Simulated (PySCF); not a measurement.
Order these species by their calculated properties.

Species are written as SMILES; each is one conformer at its optimised geometry, gas phase, non-relativistic unless stated. Electronic properties by PySCF.

Dipoles, sizes and rotational constants follow the conformer. The torsions of the flexible species, by atom-mapped SMILES:
- `[CH:1]#[C:2][c:3]1[cH:4][cH:5][s:6][c:7]1[S:8](=[O:9])(=[O:10])[Cl:11]`: S6–C7–S8–O9 -143°
- `[CH3:1][NH:2][SiH2:3][N:4]([SiH3:5])[SiH2:6][C:7]#[N:8]`: C1–N2–Si3–N4 -178°, N2–Si3–N4–Si5 -129°, Si3–N4–Si6–C7 -115°
- `[CH3:1][O:2][CH2:3][SiH:4]1[SiH2:5][SiH2:6][SiH2:7]1`: C1–O2–C3–Si4 180°, O2–C3–Si4–Si5 -46°
- `[CH3:1][CH2:2][O:3][C:4]1=[C:5]([F:6])[Si@@H:7]([O:8][CH3:9])[CH2:10]1`: C1–C2–O3–C4 179°, C2–O3–C4–C5 1°, C5–Si7–O8–C9 -93°
- `[N:1]#[C:2][CH2:3][Si@@H:4]([NH2:5])[Si@H:6]([NH2:7])[SiH3:8]`: C2–C3–Si4–N5 -159°, C3–Si4–Si6–N7 73°, H–N5–Si4–C3 174°, H–N5–Si4–C3 -49°, H–N7–Si6–Si4 -53°, H–N7–Si6–Si4 170°
- `[OH:1][CH:2][c:3]1[cH:4][cH:5][cH:6][s:7]1`: O1–C2–C3–C4 180°, H–O1–C2–C3 0°
- `[CH:1]#[C:2][c:3]1[cH:4][cH:5][c:6]([S:7](=[O:8])(=[O:9])[Cl:10])[s:11]1`: C5–C6–S7–O8 23°
- `[CH3:1][S:2][C@@H:3]1[CH2:4][C@@:5]([F:6])([C:7]([CH3:8])=[O:9])[O:10]1`: C1–S2–C3–C4 174°, C4–C5–C7–C8 -176°
- `[CH3:1][C@:2]1([SiH2:3][F:4])[CH2:5][C@@H:6]([O:7][CH:8]=[O:9])[CH2:10]1`: C1–C2–Si3–F4 -178°, C5–C6–O7–C8 -166°, C6–O7–C8–O9 1°

The conformers of `C/C(=C\F)[C@H]1CCO[SiH2]O1`, `FC(F)[C@H]1CCC=CO1`, `C=C[P@@](=C)(CP)COC` and `C=CO[Si]1(F)CCOCC1` aren't listed.

**Question.** Rank by HOMO–LUMO gap, highest first (PBE0/pcSseg-1 at GFN2-xTB geometries).
A. `C/C(=C\F)[C@H]1CCO[SiH2]O1` (C6H11FO2Si)
B. `CN[SiH2]N([SiH3])[SiH2]C#N` (C2H11N3Si3)
C. `C#CC1=C(S(=O)(=O)Cl)SC=C1` (C6H3ClO2S2)
D. `C` (CH4)
E. `FC(F)[C@H]1CCC=CO1` (C6H8F2O)

**Answer.** D (13.00 eV), A (7.59 eV), E (7.47 eV), B (6.39 eV), C (5.14 eV).

**Question.** Rank by dipole moment, highest first (PBE0/pcSseg-1 at GFN2-xTB geometries).
A. `C#Cc1ccsc1S(=O)(=O)Cl` (C6H3ClO2S2)
B. `CCOC1C[Si@H](OC)C=1F` (C6H11FO2Si)
C. `N#CC[Si@@H](N)[Si@H](N)[SiH3]` (C2H11N3Si3)
D. `C` (CH4)
E. `O(C)C[SiH]1[SiH2][SiH2][SiH2]1` (C2H12OSi4)

**Answer.** A (5.03 D), C (3.90 D), E (2.17 D), B (0.78 D), D (0.00 D).

**Question.** Give the two extremes of that set in atomic units.

**Answer.** `C` (methane): 0.00 au; `C#Cc1ccsc1S(=O)(=O)Cl`: 1.98 au.

**Question.** Rank by smallest rotational constant, highest first (GFN2-xTB).
A. `N#CC[Si@@H](N)[Si@H](N)[SiH3]`
B. `C#Cc1ccsc1S(=O)(=O)Cl`
C. `[C@@]1(F)(C(C)=O)O[C@@H](C1)SC`
D. `CCOC1=C(F)[Si@@H](OC)C1`
E. `[SiH2]1[SiH2][SiH2][SiH]1COC`
F. `O[CH]C1=CC=CS1` [radical]
G. `C#Cc1ccc(S(=O)(=O)Cl)s1`

**Answer.** F (1.341 GHz), E (0.921 GHz), A (0.729 GHz), C (0.614 GHz), B (0.540 GHz), D (0.476 GHz), G (0.413 GHz).

**Question.** Rank by HOMO energy, lowest first (PBE0/pcSseg-1 at GFN2-xTB geometries).
A. `[C@@H]1(C(F)F)OC=CCC1` (C6H8F2O)
B. `C` (CH4)
C. `CCOC1=C(F)[Si@@H](OC)C1` (C6H11FO2Si)
D. `C=C[P@@](=C)(CP)COC` (C6H14OP2)
E. `C#CC1=C(S(=O)(=O)Cl)SC=C1` (C6H3ClO2S2)
F. `C=CO[Si]1(F)CCOCC1` (C6H11FO2Si)
G. `COC[SiH]1[SiH2][SiH2][SiH2]1` (C2H12OSi4)
H. `C[C@]1([SiH2]F)C[C@@H](OC=O)C1` (C6H11FO2Si)

**Answer.** B (-11.02 eV), H (-8.06 eV), E (-7.64 eV), G (-7.35 eV), F (-7.22 eV), A (-6.78 eV), C (-6.41 eV), D (-5.31 eV).
